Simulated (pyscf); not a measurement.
HS–GeH₃ + hydrogen (H₂) → HS–GeH₃ + hydrogen (H₂) (four-centre exchange; singlet surface; H–S, H–H broken, H–S, H–H formed). Optimised with ωB97X-D3(BJ)/def2-SVP in PySCF. Energies in kcal/mol from the separated reactants.

```
level                      barrier  reaction energy
----------------------  ----------  ---------------
PBE/def2-TZVP                 58.9              0.0
r²SCAN/def2-TZVP              63.5              0.0
PBE0-D3(BJ)/def2-TZVP         63.8              0.0
M06-2X/def2-TZVP        (withheld)              0.0
ωB97M-D3(BJ)/def2-TZVP  (withheld)              0.0
HF/def2-TZVP                  91.4              0.0
```

### Question
Complete the blanks.

### Answer

- M06-2X/def2-TZVP, barrier: 72.2
- ωB97M-D3(BJ)/def2-TZVP, barrier: 70.2

The functionals in the table span 13.3 kcal/mol in this barrier, from PBE to M06-2X. The same reactants have a lower exit, to H₂S + GeH₄ (barrier +59.5 kcal/mol at ωB97M-D3(BJ)/def2-TZVP, against +70.2 kcal/mol here). This is the saddle that the search found; another between the same sides may lie lower. Elements up to Kr have no core potential and no relativistic terms here.
